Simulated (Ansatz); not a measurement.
# BClH4S: a nudged elastic band in two tries

Wanted: a band of images between two relaxed ends, and a check that the input is sound.

Method: RKS B3LYP/def2-SVP, in Ansatz 0.2.0.

### Step 1. The system as given

Bond lengths: B1–Cl2 1.828 Å, B1–H3 1.208 Å, B1–H4 1.208 Å, B1–S5 2.125 Å, S5–H6 1.355 Å, S5–H7 1.356 Å. Angles: Cl2–B1–H3 115.4°, Cl2–B1–H4 115.4°, Cl2–B1–S5 107.2°, H3–B1–H4 117.9°, H3–B1–S5 98.5°, H4–B1–S5 98.5°, B1–S5–H6 99.9°, B1–S5–H7 99.9°, H6–S5–H7 92.5°.

As a file:

```xyz
7

B     0.0282   -0.0673    0.1029
Cl   -0.6069    0.5801    1.6907
H     1.2037    0.1245   -0.1013
H    -0.7303    0.0229   -0.8334
S     0.0777   -2.1852    0.2636
H    -1.1580   -2.4096    0.7737
H     0.6678   -2.3143    1.4771
```

### Step 2. First attempt

input.yaml

```yaml
crystal:
  periodic: [false, false, false]
  atoms:
    - { symbol: B, position_ang: [0.028241, -0.067296, 0.102935] }
    - { symbol: Cl, position_ang: [-0.606897, 0.580064, 1.690669] }
    - { symbol: H, position_ang: [1.203684, 0.124453, -0.101281] }
    - { symbol: H, position_ang: [-0.730267, 0.022895, -0.833416] }
    - { symbol: S, position_ang: [0.077651, -2.185171, 0.263621] }
    - { symbol: H, position_ang: [-1.157976, -2.409563, 0.773734] }
    - { symbol: H, position_ang: [0.667764, -2.314284, 1.477137] }
basis:
  gaussian: { orbitals: def2-SVP }
hamiltonian:
  xc: b3lyp
neb:
  order_check: false
  images: 5
  f_tol: 0.03
  max_iterations: 8
  spring: -5.0
  final_atoms:
    - { symbol: B, position_ang: [0.14412618, -0.58103889, -0.53990721] }
    - { symbol: Cl, position_ang: [-0.13935843, 0.1713515, 3.04090106] }
    - { symbol: H, position_ang: [1.20341014, -0.018178, -0.58128923] }
    - { symbol: H, position_ang: [-0.88806277, -0.06319618, -0.86261778] }
    - { symbol: S, position_ang: [0.20000168, -2.27594433, 0.01914758] }
    - { symbol: H, position_ang: [-1.11896831, -2.57893071, -0.05433011] }
    - { symbol: H, position_ang: [0.08105152, -0.90296539, 2.3514947] }
  initial_path:
    images:
      - { positions_ang: [[0.028241, -0.067296, 0.102935], [-0.606897, 0.580064, 1.690669], [1.203684, 0.124453, -0.101281], [-0.730267, 0.022895, -0.833416], [0.077651, -2.185171, 0.263621], [-1.157976, -2.409563, 0.773734], [0.667764, -2.314284, 1.477137]] }
      - { positions_ang: [[0.05020787, -0.05527653, 0.05791168], [-0.41340477, 0.4104898, 1.85117554], [1.18663992, 0.03797396, -0.25617108], [-0.78662821, 0.02102136, -0.78403137], [0.04809731, -2.14822229, 0.42560338], [-1.03213917, -2.56148112, 0.47848724], [0.42942705, -1.95340719, 1.6004236]] }
      - { positions_ang: [[0.07217473, -0.04325706, 0.01288837], [-0.21991253, 0.24091561, 2.01168208], [1.16959584, -0.04850508, -0.41106117], [-0.84298941, 0.01914773, -0.73464674], [0.01854361, -2.11127359, 0.58758577], [-0.90630234, -2.71339924, 0.18324049], [0.1910901, -1.59253038, 1.7237102]] }
      - { positions_ang: [[0.0941416, -0.03123759, -0.03213495], [-0.0264203, 0.07134141, 2.17218862], [1.15255176, -0.13498411, -0.56595125], [-0.89935062, 0.01727409, -0.68526211], [-0.01101008, -2.07432488, 0.74956815], [-0.7804655, -2.86531735, -0.11200627], [-0.04724686, -1.23165357, 1.84699681]] }
      - { positions_ang: [[0.11080312, -0.21450469, -0.20139237], [-0.06406634, 0.10467811, 2.46175943], [1.16950455, -0.09604874, -0.57106391], [-0.895588, -0.00954933, -0.74438066], [0.05932717, -2.14153136, 0.50609463], [-0.89329977, -2.76985514, -0.09278088], [-0.00448073, -1.12209085, 2.01516277]] }
      - { positions_ang: [[0.12746465, -0.39777179, -0.37064979], [-0.10171239, 0.1380148, 2.75133024], [1.18645734, -0.05711337, -0.57617657], [-0.89182539, -0.03637275, -0.80349922], [0.12966442, -2.20873784, 0.2626211], [-1.00613404, -2.67439292, -0.0735555], [0.0382854, -1.01252812, 2.18332873]] }
      - { positions_ang: [[0.14412618, -0.58103889, -0.53990721], [-0.13935843, 0.1713515, 3.04090106], [1.20341014, -0.018178, -0.58128923], [-0.88806277, -0.06319618, -0.86261778], [0.20000168, -2.27594433, 0.01914758], [-1.11896831, -2.57893071, -0.05433011], [0.08105152, -0.90296539, 2.3514947]] }
```

Run with:

```
> ansatz run input.yaml --threads 1 --pin off --max-ram 2048MiB --backend cpu --events-out ev --progress --plain --runs-dir out
```

Q: Predict the outcome of this session. Wanted: first try.

As calculated:

```
 quantity                                                                  value
first try                                                                refused
    cause  a negative spring would push the images apart instead of spacing them
```

The fault in the first input was caught at the input check and cost nothing.
